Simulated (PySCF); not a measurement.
Orbital energies and ionisation energy

Species: CCl₄.
Numbering: `[Cl:1][C:2]([Cl:3])([Cl:4])[Cl:5]`

Geometry (PBE0-D3(BJ)/def2-TZVP, Å), atoms numbered from 1 in this order:
```
atom  x, y, z in Å
Cl1    1.4157    0.8913    0.5545
C2     0.0072   -0.0074   -0.0072
Cl3    0.4994   -1.1582   -1.2484
Cl4   -1.1744    1.1142   -0.6835
Cl5   -0.7141   -0.8755    1.3471
```

Level: wB97X-D/aug-cc-pVTZ (PySCF). Frontier orbitals with their largest atomic shares (Löwdin; up to four atoms above 4 %):

```json
{"orbital": "HOMO−3", "ε (eV)": "-11.93", "main atoms": "Cl5 25 %, Cl1 24 %, Cl3 21 %, C2 17 %"}
{"orbital": "HOMO−2", "ε (eV)": "-11.00", "main atoms": "?"}
{"orbital": "HOMO−1", "ε (eV)": "-11.00", "main atoms": "?"}
{"orbital": "HOMO", "ε (eV)": "-11.00", "main atoms": "?"}
{"orbital": "LUMO", "ε (eV)": "0.23", "main atoms": "Cl4 21 %, Cl5 21 %, Cl1 21 %, Cl3 21 %"}
{"orbital": "LUMO+1", "ε (eV)": "1.43", "main atoms": "C2 43 %, Cl1 14 %, Cl3 14 %, Cl5 14 %"}
{"orbital": "LUMO+2", "ε (eV)": "1.46", "main atoms": "Cl4 44 %, C2 26 %, Cl3 12 %, Cl5 9 %"}
```

**Question.** What vertical ionisation energy does ΔSCF give, and how far is −ε(HOMO) from it?

**Answer.** ΔSCF: 11.41 eV (1101 kJ/mol; threshold wavelength 109 nm); ⟨S²⟩ of the doublet left behind is 0.754, against 0.75 for a pure doublet. −ε(HOMO) is 11.00 eV, 0.41 eV below it. In exact Kohn–Sham theory the two would be equal; wB97X-D (range-separated hybrid) falls short of its own ΔSCF value by 4 %.

**Question.** On which atoms does the HOMO lie?

**Answer.** HOMO: Cl3 32 %, Cl4 32 %, Cl5 15 %, C2 13 %; HOMO−1: Cl4 31 %, Cl1 29 %, Cl5 26 %, C2 13 %; HOMO−2: Cl3 32 %, Cl1 29 %, Cl5 23 %, C2 13 %. These 3 orbitals lie within 0.02 eV of one another. The HOMO−3 lies 0.93 eV lower.

**Question.** How many of the 10 lowest singlet excitations (vertical TDDFT, same level) lie below the ionisation energy?

**Answer.** All 10; they run from 6.25 to 7.81 eV.

**Question.** What kinetic energy would electrons from this vertical process carry with Lyman-α light (10.199 eV)?

**Answer.** The photon is 1.21 eV short of the vertical value.

**Question.** What total energies stand behind the ΔSCF value?

**Answer.** E(N) = -1878.94850 Eh and E(N − 1) = -1878.52910 Eh at the same geometry, 0.41940 Eh apart.

**Question.** Shift the occupied levels rigidly so that −ε(HOMO) equals the ΔSCF value. What binding energies result?

**Answer.** The shift is +0.41 eV: HOMO 11.41, HOMO−1 11.41, HOMO−2 11.41, HOMO−3 12.34 eV. A rigid shift is only a rough guide to the deeper ionisations.

Geometry: PBE0-D3(BJ)/def2-TZVP; no solvent, vibrations or thermal averaging.

wB97X-D is run here without its empirical dispersion term; that term would change no orbital, density or response property at a fixed geometry.
